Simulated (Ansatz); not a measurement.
Which level was it?

The species is CH2F2O (6 atoms), meant as a singlet with charge 0. SMILES: `OC(F)F`. The coordinates come from a PBE0-D4/def2-TZVP relaxation. This is one conformer, not always the lowest.

```xyz
6

O     0.0951    0.9856   -0.4385
C     0.0606   -0.1378    0.3022
F     0.8763   -1.0925   -0.2082
F    -1.1797   -0.6843    0.3151
H    -0.1766    0.7729   -1.3403
H     0.3662    0.0921    1.3235
```

A calculation with Ansatz 0.2.0 gave:

```
total energy  : -311.0729 Eh
dipole moment : 0.71 D
HOMO energy   : -14.66 eV
LUMO energy   : 6.94 eV
HOMO–LUMO gap : 21.59 eV
largest force : 2.322 eV/Å
```

Question: Which of these levels gave the numbers?
A. B3LYP/6-31G* (Cartesian functions)
B. PBE0/def2-SVP
C. HF/3-21G
D. HF/def2-SVP

Answer: C. The others give -314.2083 Eh (B3LYP/6-31G* (Cartesian functions)), -312.5341 Eh (HF/def2-SVP), -313.6734 Eh (PBE0/def2-SVP).
